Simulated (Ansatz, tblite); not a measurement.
# (NaOH)2 ring (Na₂H₂O₂): a ladder of methods and basis sets

An exercise on one series of results from a longer session: the logs are not shown, and one member is left open.

Method: as each input shows; program: Ansatz 0.2.0, Gaussian basis.

Plan: GFN1-xTB, GFN2-xTB, PBE-D4/def2-TZVP, r2SCAN-D4/def2-TZVP, r2SCAN0-D4/def2-TZVP, BHLYP-D4/def2-TZVP, B2PLYP/def2-TZVP, revPBE-D4/def2-TZVP, B97M-V/def2-TZVP, HSE06-D4/def2-TZVP, ωB97M-V/def2-TZVP, PBE-D4/def2-SVP, PBE0-D4/def2-SVP, HF/STO-3G, PBE0-D4/def2-TZVPD, PBE-D4/def2-TZVPD, r2SCAN-D4/def2-TZVPD, CCSD(T)/def2-TZVPP, MP2/def2-TZVP, RPA/def2-TZVP.

### The structure

The singlet was relaxed beforehand with r2SCAN-D4/def2-TZVP.

6 atoms, charge 0, spin multiplicity 1.

Bond lengths: Na1–O2 2.119 Å, Na1–O4 2.119 Å, O2–Na3 2.119 Å, O2–H5 0.957 Å, Na3–O4 2.119 Å, O4–H6 0.957 Å. Angles: O2–Na1–O4 96.2°, Na1–O2–Na3 83.8°, Na1–O2–H5 138.1°, Na3–O2–H5 138.1°, O2–Na3–O4 96.2°, Na1–O4–Na3 83.8°, Na1–O4–H6 138.1°, Na3–O4–H6 138.1°.

Coordinates:

```xyz
6

Na    0.6759   -0.9758   -0.7697
O     1.3852    0.5640    0.5016
Na   -0.6759    0.9759    0.7696
O    -1.3852   -0.5638   -0.5018
H     2.2251    0.9060    0.8062
H    -2.2251   -0.9063   -0.8059
```

PBE0-D4/def2-TZVP was run before; its log isn't repeated, and its numbers join the tables.

Set-up of the first run:

Tight binding, by tblite at 300 K electronic temperature and without a spin-polarisation term:

```python
tblite.interface.Calculator('GFN1-xTB', numbers, positions, charge=0, uhf=0).singlepoint()
```

Tight binding, by tblite at 300 K electronic temperature and without a spin-polarisation term:

```python
tblite.interface.Calculator('GFN2-xTB', numbers, positions, charge=0, uhf=0).singlepoint()
```

start.molden holds the orbitals of an earlier run on this state, given as this run's starting guess.

File in.yaml:

```yaml
crystal:
  periodic: [false, false, false]
  atoms:
    - {symbol: Na, position_ang: [0.675923, -0.975761, -0.769698]}
    - {symbol: O, position_ang: [1.385231, 0.563966, 0.501573]}
    - {symbol: Na, position_ang: [-0.675925, 0.975877, 0.769567]}
    - {symbol: O, position_ang: [-1.385228, -0.563807, -0.501759]}
    - {symbol: H, position_ang: [2.225128, 0.905997, 0.806216]}
    - {symbol: H, position_ang: [-2.225129, -0.906282, -0.805889]}
basis:
  gaussian: {orbitals: def2-TZVP, initial_orbitals: start.molden}
hamiltonian: {xc: pbe, dispersion: d4}
scf: {omitted_lower_state_checks: [starts]}
output: {orbitals: {seedname: orbitals}}
```

Started as:

```console
$ ansatz run in.yaml --threads 4 --pin off --events-out ev --progress --plain --max-ram 3916MiB
```

Among the steps run: PBE-D4/def2-TZVP; r2SCAN-D4/def2-TZVP; r2SCAN0-D4/def2-TZVP; BHLYP-D4/def2-TZVP; B2PLYP/def2-TZVP; revPBE-D4/def2-TZVP; B97M-V/def2-TZVP; HSE06-D4/def2-TZVP; ωB97M-V/def2-TZVP; PBE-D4/def2-SVP; PBE0-D4/def2-SVP; HF/STO-3G; PBE0-D4/def2-TZVPD; PBE-D4/def2-TZVPD; r2SCAN-D4/def2-TZVPD; CCSD(T)/def2-TZVPP; MP2/def2-TZVP; RPA/def2-TZVP.

One table of the session follows, with a row left open; its other results are not shown here.

It belongs to the step «Levels side by side». 

| level | HOMO (eV) | LUMO (eV) | gap (eV) |
| --- | --- | --- | --- |
| HF/STO-3G | -3.79 | 13.30 | 17.08 |
| PBE-D4/def2-SVP | -3.98 | -1.06 | 2.92 |
| PBE-D4/def2-TZVP | -4.32 | -1.11 | 3.21 |
| PBE-D4/def2-TZVPD | -4.52 | -1.14 | 3.38 |
| revPBE-D4/def2-TZVP | -4.24 | -1.14 | 3.10 |
| r2SCAN-D4/def2-TZVP | -4.55 | -0.49 | 4.06 |
| r2SCAN-D4/def2-TZVPD | -4.73 | -0.51 | 4.21 |
| B97M-V/def2-TZVP | -4.62 | -0.98 | 3.64 |
| PBE0-D4/def2-SVP | ? | ? | ? |
| PBE0-D4/def2-TZVP | -5.85 | -0.54 | 5.31 |
| PBE0-D4/def2-TZVPD | -6.01 | -0.57 | 5.44 |
| r2SCAN0-D4/def2-TZVP | -6.05 | -0.18 | 5.87 |
| HSE06-D4/def2-TZVP | -5.44 | -0.83 | 4.61 |
| BHLYP-D4/def2-TZVP | -7.42 | -0.24 | 7.17 |
| ωB97M-V/def2-TZVP | -8.37 | -0.02 | 8.35 |

Q: Estimate the row for PBE0-D4/def2-SVP from the others.

**Answer.** HOMO (eV): -5.52; LUMO (eV): -0.47; gap (eV): 5.05. In the column «HOMO (eV)» it lies between PBE0-D4/def2-TZVP (-5.85) and HSE06-D4/def2-TZVP (-5.44).
